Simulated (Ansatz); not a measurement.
**C₃H₅ClO: how energies converge with the basis set**

An exercise on one series of results from a longer session: the logs are not shown, and one member is left open.

The runs use Ansatz 0.2.0, Gaussian basis; one geometry, several basis sets.

The runs, in order: PBE0-D4/def2-SVP; ωB97M-V/def2-SVP; PBE0-D4/def2-QZVPP; ωB97M-V/def2-QZVPP; the functionals' def2-TZVPP values are taken from earlier runs.

**The relaxed structure**

All runs share one geometry, relaxed beforehand with PBE0-D4 in a triple-zeta def2 set.

10 atoms, charge 0, spin multiplicity 1.

Atoms are counted from 1 here; the program's logs count them from 0.

Bond lengths: C1–C2 1.504 Å, C1–H6 1.092 Å, C1–H7 1.090 Å, C1–H8 1.090 Å, C2–Cl3 1.793 Å, C2–C4 1.514 Å, C2–H9 1.095 Å, C4–O5 1.197 Å, C4–H10 1.108 Å. Angles: C2–C1–H6 109.3°, C2–C1–H7 110.6°, C2–C1–H8 110.6°, H6–C1–H7 108.0°, H6–C1–H8 109.1°, H7–C1–H8 109.1°, C1–C2–Cl3 112.0°, C1–C2–C4 114.0°, C1–C2–H9 111.6°, Cl3–C2–C4 106.1°, Cl3–C2–H9 105.0°, C4–C2–H9 107.5°, C2–C4–O5 123.4°, C2–C4–H10 114.5°, O5–C4–H10 122.0°.

Set-up of the first run:

Input file in.yaml:

```yaml
crystal:
  periodic: [false, false, false]
  atoms:
    - {symbol: C, position_ang: [-0.886188, -0.578973, 0.540626]}
    - {symbol: C, position_ang: [0.502507, -0.137077, 0.167427]}
    - {symbol: Cl, position_ang: [1.427558, -1.443010, -0.641776]}
    - {symbol: C, position_ang: [0.539065, 1.049130, -0.773396]}
    - {symbol: O, position_ang: [-0.427775, 1.693416, -1.059890]}
    - {symbol: H, position_ang: [-1.411232, 0.249236, 1.020744]}
    - {symbol: H, position_ang: [-1.449894, -0.865527, -0.347388]}
    - {symbol: H, position_ang: [-0.847927, -1.423975, 1.227571]}
    - {symbol: H, position_ang: [1.094117, 0.124272, 1.050780]}
    - {symbol: H, position_ang: [1.542867, 1.281509, -1.181895]}
basis:
  gaussian: {orbitals: def2-SVP}
hamiltonian: {xc: pbe0, dispersion: d4}
output: {orbitals: {seedname: orbitals}}
```

Run with:

```console
ansatz run in.yaml --threads 4 --pin off --events-out ev --progress --plain --max-ram 10444MiB
```

Steps of the session up to this table: PBE0-D4 in def2-SVP; ωB97M-V in def2-SVP; PBE0-D4 in def2-QZVPP; ωB97M-V in def2-QZVPP.

One table of the session follows, with a row left open; its other results are not shown here.

It belongs to the step «Functionals by basis». 

| functional | basis | HOMO (eV) |
| --- | --- | --- |
| PBE0-D4 | def2-SVP | ? |
| PBE0-D4 | def2-TZVPP | -7.85 |
| PBE0-D4 | def2-QZVPP | -7.88 |
| ωB97M-V | def2-SVP | -10.07 |
| ωB97M-V | def2-TZVPP | -10.23 |
| ωB97M-V | def2-QZVPP | -10.27 |

**Question.** Estimate the row for PBE0-D4, def2-SVP.

As computed: HOMO (eV): -7.71. In the column «HOMO (eV)» it is the highest.
